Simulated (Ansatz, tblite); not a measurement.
Removing an electron: Me2S2 (C₂H₆S₂). Charge 0, multiplicity 1. Geometry: PBE-D4/def2-SVP. Ansatz, gas phase; energy differences of separate SCF runs; the oxidised species was run as a doublet alone.

Cartesian coordinates in Å:
```
C 0.2988 1.6052 0.9618
S -1.2462 0.9423 0.2386
S -1.0227 -1.1063 0.4767
C -0.0964 -1.5905 -1.0256
H 0.2134 2.7099 0.9047
H 0.4002 1.3005 2.0210
H 1.1882 1.2849 0.3845
H -0.6578 -1.3174 -1.9395
H 0.9129 -1.1347 -1.0456
H 0.0097 -2.6939 -0.9766
```

The xTB rows come from tblite. HOMO above LUMO, or a gap near zero within one spin, warns that the state may not be the lowest or that an electron is smeared out.

```csv
level,−HOMO (eV),vertical IE (eV),−LUMO (eV),HOMO–LUMO gap (eV),remarks
PBE-D4/def2-TZVP,5.55,8.59,1.41,4.14,gap within one spin near zero (+1 doublet)
r2SCAN-D4/def2-TZVP,5.79,8.70,1.20,4.58,–
PBE0-D4/def2-TZVP,6.75,8.82,0.41,6.34,–
```

**Question.** Estimate the rows for GFN1-xTB, GFN2-xTB.

**Answer.** 
```csv
level,−HOMO (eV),vertical IE (eV),−LUMO (eV),HOMO–LUMO gap (eV)
GFN1-xTB,10.83,14.43,6.54,4.29
GFN2-xTB,10.22,13.16,6.82,3.41
```

Relaxing the oxidised species (PBE-D4/def2-SVP) changes its energy by -0.68 eV at PBE-D4/def2-TZVP, so the adiabatic ionisation energy to this nearest minimum is 7.91 eV. At PBE0-D4/def2-TZVP it is 8.06 eV.    Raw xTB energy differences between charge states are shifted by several eV; the methods need an empirical correction for them.
